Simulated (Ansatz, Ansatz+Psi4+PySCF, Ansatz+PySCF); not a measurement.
| atom | x (Å) | y (Å) | z (Å) |
| --- | --- | --- | --- |
| C | 0.0000 | 0.0000 | -0.6377 |
| F | 0.0000 | 0.0000 | 0.6377 |

Basis set: cc-pVTZ (spherical functions). Left uncorrelated: 2 orbitals. Correlation on ROHF uses semicanonical orbitals with singles. Charge 0, multiplicity 2.

Computed with Ansatz (development build ahead of 0.2.0); each method stands on the lowest determinant of its kind that the runs found.

Question: Give the atomization energy at this shape (free ground-state atoms in the same class of orbitals less the molecule, no zero-point energy) of doublet CF by ROHF-CCSD(T), UHF-CCSD, ROHF-MP2.

Answer:

```tsv
method	atomization energy
ROHF-CCSD(T)	5.54 eV
UHF-CCSD	5.33 eV
ROHF-MP2	5.82 eV
```
